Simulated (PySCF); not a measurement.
**Which isomer of BHNO gives these data?**

These gas-phase data were calculated for one isomer of BHNO at PBE0-D3(BJ)/def2-SVP (harmonic, unscaled wavenumbers; equilibrium rotational constants with average atomic masses):

| Property | Result |
| --- | --- |
| rotational constants | 669.6, 9.34, 9.212 GHz |
| all wavenumbers above 1500 cm⁻¹ | 3562, 1931 |

Candidates:

(1) `[N]=BO`, a doublet
(2) `[NH]B=O`, a doublet

**Question.** Which candidate do the data belong to?

**Answer.** Candidate (2). The band at 3562 cm⁻¹ lies where the N–H stretch is expected; (1) has no mode between 3250 and 3800 cm⁻¹.

The same quantities for all candidates:

```
     rotational constants (GHz)  wavenumbers above 1500 cm⁻¹  E above the lowest, PBE0-D3(BJ)/def2-SVP (kcal/mol)
(1)          720.1, 9.268, 9.15                   3878, 1938                                                 30.3
(2)          669.6, 9.34, 9.212                   3562, 1931                                                  0.0
```

Each candidate is one conformer. Open shells are spin-unrestricted. Programs: PySCF 2.14.0.
